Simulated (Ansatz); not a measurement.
# CHSi+ (triplet): from Hartree-Fock to the top rungs, cc-pVDZ

Aim: climb from Hartree-Fock through coupled cluster and multireference methods for CHSi+ (triplet) at one geometry and basis, and see what each rung misses.

Program: Ansatz 0.2.0, Gaussian basis. Level of theory: cc-pVDZ, core rule «outside noble gas», up to 6 orbitals frozen. These are calculated values, not measurements.

Plan: UHF; CCSD(T) on ROHF; CCSD(T) on UHF; BCCD(T) on ROHF; CISD; CCSDT(Q) on ROHF; CCSDT(Q) on UHF; CISDTQ; CCSDTQ on ROHF; CCSDTQ on UHF; CASSCF and MRCISD+Q, 8 electrons in 9 orbitals; CASSCF and NEVPT2, 8 electrons in 9 orbitals.

5 further runs of the same task are left out: 5 set aside as unsound or not needed.

### Step 1. The system

The geometry is a PBE0/def2-TZVP stationary point (not a proven minimum) of the parent state, kept for this charge and spin.

3 atoms, charge 1, spin multiplicity 3.

Atoms are counted from 1 here; the program's logs count them from 0.

Bond lengths: Si1–C2 1.682 Å, C2–H3 1.079 Å. Angles: Si1–C2–H3 180.0°.

### Step 2. UHF

Input file in.yaml:

```yaml
crystal:
  periodic: [false, false, false]
  atoms:
    - {symbol: Si, position_ang: [0.000000, 0.000000, 1.481442]}
    - {symbol: C, position_ang: [0.000000, 0.000000, -0.201009]}
    - {symbol: H, position_ang: [0.000000, 0.000000, -1.280432]}
basis:
  gaussian: {orbitals: cc-pVDZ}
total_charge: 1
magnetization: {spin_polarized: true, initial_magnetization: 2}
hamiltonian: {xc: hf}
output: {orbitals: {seedname: orbitals}}
```

Command:

```
$ ansatz run in.yaml --threads 1 --pin off --events-out ev --progress --plain --max-ram 2560MiB --backend cpu
```

After this run come: CCSD(T) on ROHF; CCSD(T) on UHF; BCCD(T) on ROHF; CISD; CCSDT(Q) on ROHF; CCSDT(Q) on UHF; CISDTQ; CCSDTQ on ROHF; CCSDTQ on UHF; CASSCF and MRCISD+Q, 8 electrons in 9 orbitals; CASSCF and NEVPT2, 8 electrons in 9 orbitals.

Q: Predict the results of all the runs planned. Wanted: UCCSDTQ below the RHF energy; RMP2 from UCCSDTQ; UMP2 from UCCSDTQ; RCCSD from UCCSDTQ; RCCSD(T) from UCCSDTQ; UCCSD(T) from UCCSDTQ; RCCSDT(Q) from UCCSDTQ; UCCSDT(Q) from UCCSDTQ; NEVPT2 valence from UCCSDTQ.

**Answer**, as computed:

```
                         quantity                                                                                                 value
     UCCSDTQ below the RHF energy                                                                                            -4.9088 eV
                RMP2 from UCCSDTQ                                                                                           +1070.2 meV
                UMP2 from UCCSDTQ                                                                                           +1068.0 meV
               RCCSD from UCCSDTQ                                                                                            +165.3 meV
            RCCSD(T) from UCCSDTQ                                                                                             +38.1 meV
            UCCSD(T) from UCCSDTQ                                                                                             +37.3 meV
           RCCSDT(Q) from UCCSDTQ                                                                                              +1.6 meV
           UCCSDT(Q) from UCCSDTQ                                                                                              +0.6 meV
      NEVPT2 valence from UCCSDTQ                                                                                            +648.0 meV
    MRCISD+Q valence from UCCSDTQ                                                                                             +14.6 meV
levels within 1 kcal/mol (43 meV)  RCCSD(T), UCCSD(T), BCCD(T), RCCSDT, UCCSDT, CISDTQ, RCCSDT(Q), UCCSDT(Q), RCCSDTQ, MRCISD+Q valence
                    T1 diagnostic                                                                                                 0.021
   effectively unpaired electrons                                                                                                  2.05
```

What this shows: RCCSD(T) misses by +38.1 meV, 0.8 % of the correlation energy. One determinant dominates. Of the multireference levels listed MRCISD+Q valence comes nearest in total energy (+14.6 meV), which doesn't show that its space is the better one. These misses are within one basis, not against nature; the frozen cores of restricted and unrestricted runs differ, which can shift their rows.
